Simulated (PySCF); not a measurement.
# EPR parameters of C5H6Cl

C5H6Cl (doublet state).
Geometry (GFN2-xTB, Å), atoms numbered from 1 in this order:
```
atom  x, y, z in Å
C1    -2.4892   -0.2197   -0.4702
C2    -1.3009    0.2687   -0.4767
C3    -0.2770    0.1677    0.6740
C4     0.9193   -0.5673    0.1905
C5     2.0060   -0.0071   -0.3244
Cl6    2.2250    1.6983   -0.4523
H7    -3.1392   -0.7757    0.1630
H8    -0.9098    0.8143   -1.3264
H9    -0.7359   -0.3477    1.5167
H10   -0.0124    1.1860    0.9621
H11    0.8680   -1.6466    0.2105
H12    2.8473   -0.5716   -0.6929
```

The hyperfine couplings belong to this conformer and change with its torsions.

As a line formula: `C(=C/C/C=[C]\[H])/Cl` [radical].

The calculation used PySCF, UKS B3LYP, pcH-1 on C Cl H, non-relativistic, mean-field spin-orbit, GIAO. Geometry: GFN2-xTB, one conformer, isolated molecule. Couplings are sensitive to structure, and on GFN2-xTB geometries they can be far from those on DFT ones. Stability of the SCF solution: not tested.

```json
{"g1, g2, g3": "2.00190, 2.00212, 2.00277", "g_iso": "2.00226", "Form of g": "rhombic: the two nearest values differ by 25 % of g3 − g1", "⟨S²⟩": "0.7588 (exact 0.7500)", "HOMO–LUMO gap, α and β orbitals": "5.76, 4.84 eV", "Basis functions": "220"}
```

Isotropic coupling and dipolar principal values T1 to T3, in mT (MHz turned into mT with g_iso):

```csv
atom,isotope,a_iso,of which spin–orbit,T1,T2,T3,Mulliken spin population
C1,13C,10.77,0.00,-2.90,-2.14,5.04,1.03
C2,13C,-0.59,0.00,-0.66,0.07,0.59,-0.17
C3,13C,3.10,0.00,-0.32,-0.29,0.61,0.08
C4,13C,-0.21,0.00,-0.08,0.02,0.06,-0.01
C5,13C,0.13,0.00,-0.08,-0.05,0.13,0.02
Cl6,35Cl,0.03,0.00,-0.03,-0.02,0.06,0.00
H7,1H,1.16,0.00,-1.16,-0.23,1.39,0.00
H8,1H,4.02,0.00,-0.22,-0.19,0.41,0.05
H9,1H,-0.23,0.00,-0.23,-0.05,0.28,0.00
H10,1H,-0.24,0.00,-0.15,-0.06,0.21,0.00
H11,1H,0.03,0.00,-0.05,-0.04,0.09,0.00
H12,1H,-0.05,0.00,-0.04,-0.01,0.06,0.00
```

The largest Mulliken spin populations are on C1 (+1.03), C2 (-0.17) and C3 (+0.08). C1 is the only atom above +0.15. The positive populations add up to 1.19 and the negative ones to -0.19, together 2S = 1.

Axes: g1 points within 4° of the C2–H8 bond.

Under fast tumbling the dipolar parts average out, and these isotropic splittings remain: 1 × 1H (H8, I = 1/2, 2 lines) with 4.02 mT, 1 × 1H (H7, I = 1/2, 2 lines) with 1.16 mT, 2 × 1H (H9/H10, I = 1/2, 3 lines) with 0.24 mT, 1 × 1H (H12, I = 1/2, 2 lines) with 0.05 mT and 1 × 35Cl (Cl6, I = 3/2, 4 lines) with 0.03 mT.

Class means assume fast exchange of nuclei equivalent by connectivity; if that motion is slow, each nucleus keeps its own coupling.

Main isotope only: 35Cl (natural samples also hold 24 % 37Cl, magnetic too, which adds its own pattern).

The 13C coupling of C1 (301.9 MHz) shows only in satellite lines or after enrichment, since that isotope makes up about 1.07 % of natural carbon.

β density exceeds α density at some nuclei, such as C2 (-0.0147), C4 (-0.0053) and H9/H10 (-0.0015), spin density in bohr⁻³. In a single determinant that takes different orbitals for the two spins, that is spin polarisation.
